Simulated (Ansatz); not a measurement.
We consider tetradymite Bi2Te3, described by r²SCAN (Ansatz, a quantum-chemistry and plane-wave program, PAW).

Numerical settings: plane-wave cutoff 600 eV, 10×10×10 k mesh, finite displacements, scalar-relativistic PAW data made under PBE.

Computed at the level's own relaxed cell.

Bi$_{2}$Te$_{3}$ is taken in the trigonal space group R-3m, hexagonal axes (No. 166), Pearson symbol hR5. Cell: a = 4.419 Å, b = 4.419 Å, c = 32.333 Å, α = 90.00°, β = 90.00°, γ = 120.00°. Bi on 6c has 3 Te at 3.068 Å and 3 Te at 3.274 Å (octahedral). Te1 on 3a has 6 Bi at 3.274 Å (octahedral). Te2 on 6c has 3 Bi at 3.068 Å (trigonal pyramidal). (Neighbours: up to the widest gap in distance over summed covalent radii, below 1.35, at either atom; cation-cation and far metal-metal contacts left out.)
(The calculation used a cell of 5 atoms; values per cell refer to that cell.)

Harmonic phonon frequencies (cm⁻¹; i marks an imaginary mode; at Γ without the LO shift):

```tsv
q point	frequencies
Γ	0 0 0 36 36 58 60 60 101 101 106 106 109 135 144
```

Note: the cell comes from a level without a dispersion term, which matters for the spacing of layers, chains or molecules.
